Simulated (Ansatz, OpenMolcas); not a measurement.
**A ladder of methods for AlF2 (SMILES [F][Al][F])**

AlF2 has 3 atoms, charge 0, and is taken as a doublet. As SMILES, `[F][Al][F]`. The shape is that of a PBE0-D4/def2-TZVP optimisation.

```xyz
3

F     0.5330   -1.3612    0.1364
Al    0.3887    0.2754    0.2452
F    -0.9325    1.0210   -0.3948
```

Each level gives the energy change with the F1–Al2 bond stretched from 1.647 to 3.293 Å (eV). The values are calculated.

```csv
level,kind,program,value (eV),CPU time (all runs)
ROHF/STO-3G,Hartree–Fock,OpenMolcas,1.96,4.3 s
U-r2SCAN0/STO-3G,hybrid meta-GGA,Ansatz,3.38,24 s
UHSE06/STO-3G,range-separated hybrid,Ansatz,3.47,7.1 s
UB2PLYP/STO-3G,double hybrid,Ansatz,2.98,7 s
RPA@PBE/STO-3G,RPA,Ansatz,1.91,9.1 s
UMP2/STO-3G,perturbation theory,Ansatz,2.20,0.55 s
UBCCD(T)/STO-3G,coupled cluster or CI,Ansatz,2.20,1.5 s
UCCSD(T)/STO-3G,coupled cluster or CI,Ansatz,2.20,1.1 s
UCCSDT/STO-3G,coupled cluster or CI,Ansatz,?,3.5 s
FCI/STO-3G,exact in the basis,Ansatz,2.22,1.9 s
```

(1) Estimate what the levels marked ? give.

Results:

(1) As computed at these levels: UCCSDT/STO-3G: 2.23 eV. The first shape isn't each level's own minimum. The values span 1.91 to 3.47 eV. All rows use very small basis sets, so even the best lies far from the true value. CPU times are rough (shared hosts, several kinds of processor): they show what a rung costs within a factor of a few.
